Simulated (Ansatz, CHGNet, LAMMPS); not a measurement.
**Corundum (α-Al2O3): properties by level of theory**

Reference values: lattice constant a 4.759 Å (measured, temperature not stated, not corrected to a static lattice; as tabulated in Lallet et al. (2009), arXiv:0801.3594); lattice parameter c 12.991 Å (measured, temperature not stated, not corrected to a static lattice; as tabulated in Lallet et al. (2009), arXiv:0801.3594).

| level (code) | equilibrium lattice constant a (Å) | lattice parameter c (Å) |
|---|---|---|
| ionic model binks1994 (shell model, LAMMPS) | 4.813 | 12.727 |
| ionic model lewis1985b (shell model, LAMMPS) | 4.719 | 12.430 |
| CHGNet 0.3.0 | 4.812 | 13.117 |
| PBE (Ansatz) | 4.809 | 13.123 |
| PBE0 (Ansatz) | (withheld) | 12.978 |

What belongs in the gaps?


- PBE0 (Ansatz, a program for electronic structure), equilibrium lattice constant a (Å): 4.753

Differences from the reference values (errors of the level alone only where the reference is corrected to a static lattice):

```json
[
 {"level": "ionic model binks1994", "lattice constant a (%)": "+1.13", "lattice parameter c (%)": "-2.03"},
 {"level": "ionic model lewis1985b", "lattice constant a (%)": "-0.84", "lattice parameter c (%)": "-4.32"},
 {"level": "CHGNet 0.3.0", "lattice constant a (%)": "+1.11", "lattice parameter c (%)": "+0.97"},
 {"level": "PBE", "lattice constant a (%)": "+1.05", "lattice parameter c (%)": "+1.02"},
 {"level": "PBE0", "lattice constant a (%)": "-0.13", "lattice parameter c (%)": "-0.10"}
]
```

Nearest: lattice constant a, not ranked (reference at room or unstated temperature); lattice parameter c, not ranked (reference at room or unstated temperature).

Empirical potentials (ionic model binks1994, ionic model lewis1985b) are fitted to chosen data: where that held the value shown, agreement is built in, and what lay outside the fit can be far off. Machine-learned potentials (CHGNet 0.3.0) are trained on DFT data: a solid inside that data is no test of them.

Ansatz's density-functional and Hartree–Fock values are scalar-relativistic unless marked +SOC, with PAW data made under PBE.

Differences are worked out from the printed values.
